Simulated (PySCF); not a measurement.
# Structure from NMR data

An unknown has the formula C₂H₂ClN. Its calculated NMR data are:

¹H NMR (400 MHz, computed): δ 3.97 (s, 2H).

¹³C{¹H} NMR (computed): δ 120.7 (C), 31.1 (CH2).

[PySCF 2.14: coordinates at the PBE0-D3(BJ)/def2-TZVP level; GIAO B97-2/pcSseg-2 shieldings; single conformer; rapidly exchanging positions averaged; no relativistic terms; in vacuum]

δ = σ(ref) − σ, references computed at the same level: TMS for ¹H and ¹³C.

Problem. Deduce the structure.

Solution. 
- The formula gives 2 degrees of unsaturation (no ring in the answer).
- 2 carbon signals for 2 carbons: no two carbons are equivalent.
- Carbon types of the structure: 1 × C, 1 × CH2, which accounts for all hydrogens.
- δC 120.7: nitrile carbon; C≡N carbons fall here, among the sp2 signals but without a proton.
- δC 31.1: sp3 CH2 bonded to Cl, α to a nitrile; pulled downfield by the heteroatom.
- δH 3.97: hydrogen on an sp3 CH2 bonded to Cl, α to a nitrile; its carbon carries Cl, an electronegative neighbour.

These data were computed for Chloroacetonitrile (N#CCCl).

Carbons that carry Cl, above all several Cl atoms, come out too deshielded, partly because spin–orbit coupling is missing. Shifts are as computed. Against solution values, carbons near 30 ppm lie about +3 ppm off and those near 130 ppm about +7 ppm; carbons on Cl a further +5 ppm. Of 1211 compounds with measured shifts, 218 miss one by over three times the rms of a fit or turn the order of signals round; such compounds aren't used in these exercises.
